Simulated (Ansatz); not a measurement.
# BCl (quintet): the correlation ladder, def2-QZVPP

One table from this session's results is given with a row withheld; the runs are named, their logs left out.

Method: def2-QZVPP, core rule «outside noble gas», up to 6 orbitals frozen; program: Ansatz 0.2.0, Gaussian basis.

To be run: UHF; ROHF; CCSD(T) on UHF.

2 further runs of the same task are left out: 2 set aside as unsound or not needed.

## The geometry

The geometry is a PBE0/def2-TZVP stationary point (not a proven minimum) of the parent state, kept for this charge and spin.

2 atoms, charge 0, spin multiplicity 5.

Atoms are counted from 1 here; the program's logs count them from 0.

Bond lengths: B1–Cl2 1.697 Å.

Set-up of the first run:

Contents of in.yaml:

```yaml
crystal:
  periodic: [false, false, false]
  atoms:
    - {symbol: B, position_ang: [0.000000, 0.000000, 0.000000]}
    - {symbol: Cl, position_ang: [0.000000, 0.000000, 1.696600]}
basis:
  gaussian: {orbitals: "def2-QZVPP.json"}
magnetization: {spin_polarized: true, initial_magnetization: 4}
hamiltonian: {xc: hf}
output: {orbitals: {seedname: orbitals}}
```

Command:

```bash
$ ansatz run in.yaml --threads 1 --pin off --events-out ev --progress --plain --max-ram 2393MiB
```

Steps of the session up to this table: UHF; ROHF; CCSD(T) on UHF.

One table of the session follows, with a row left open; its other results are not shown here.

```
  method  from UCCSD(T) (kJ/mol)
    ROHF                  +685.7
     UHF                  +666.7
    UMP2                   +98.7
   UCCSD                       ?
UCCSD(T)                       0
```

**Question.** Estimate the row for UCCSD.

The run gave: from UCCSD(T) (kJ/mol): +26.0. In the column «from UCCSD(T) (kJ/mol)» it lies between UCCSD(T) (0) and UMP2 (+98.7).
